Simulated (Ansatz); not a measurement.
**BHNO−: one structure at several levels**

One table from this session's results is given with a row withheld; the runs are named, their logs left out.

Computed with Ansatz 0.2.0, Gaussian basis. Level: single points in def2-TZVPPD.

Cores are frozen in the correlated methods.

2 further runs of the same task are left out: 2 that didn't finish.

## The system as given

SMILES `[NH-]B=O`, 4 atoms, charge -1, spin multiplicity 1.

Atoms are counted from 1 here; the program's logs count them from 0.

Bond lengths: N1–B2 1.341 Å, N1–H4 1.048 Å, B2–O3 1.232 Å. Angles: B2–N1–H4 118.1°, N1–B2–O3 178.4°.

Geometry (Å):

```xyz
4
BHNO
N    -0.6872    0.2624   -0.4358
B     0.3009   -0.4339    0.1455
O     1.1881   -1.1003    0.6802
H    -0.7073    1.3009   -0.2978
```

The first run:

File run/in.yaml:

```yaml
crystal:
  periodic: [false, false, false]
  atoms:
    - {symbol: N, position_ang: [-0.687212, 0.262385, -0.435826]}
    - {symbol: B, position_ang: [0.300861, -0.433882, 0.145510]}
    - {symbol: O, position_ang: [1.188133, -1.100330, 0.680162]}
    - {symbol: H, position_ang: [-0.707262, 1.300917, -0.297791]}
basis:
  gaussian: {orbitals: "def2-TZVPPD.json"}
total_charge: -1
hamiltonian: {xc: pbe, dispersion: d4}
output: {forces: true}
```

The basis file named in the input lies beside it (Basis Set Exchange, JSON).

On the command line:

```
ansatz run in.yaml --threads 2 --pin off --events-out ev --progress --plain --max-ram 3481MiB
```

Among the steps run: PBE-D4/def2-TZVPPD; r2SCAN-D4/def2-TZVPPD; PBE0-D4/def2-TZVPPD; wB97M-V/def2-TZVPPD; CCSD(T)/def2-TZVPPD.

One table of the session follows, with a row left open; its other results are not shown here.

```
   method  RMS force component (eV/Å)  angle to CCSD(T) forces (°)
   PBE-D4                       1.108                          9.1
r2SCAN-D4                       0.997                          8.4
  PBE0-D4                           ?                            ?
  wB97M-V                       0.956                          9.9
  CCSD(T)                       1.089                    reference
```

Q: Estimate the row for PBE0-D4 from the others.

The run gave: RMS force component (eV/Å): 0.933; angle to CCSD(T) forces (°): 11.7. In the column «RMS force component (eV/Å)» it is the lowest.
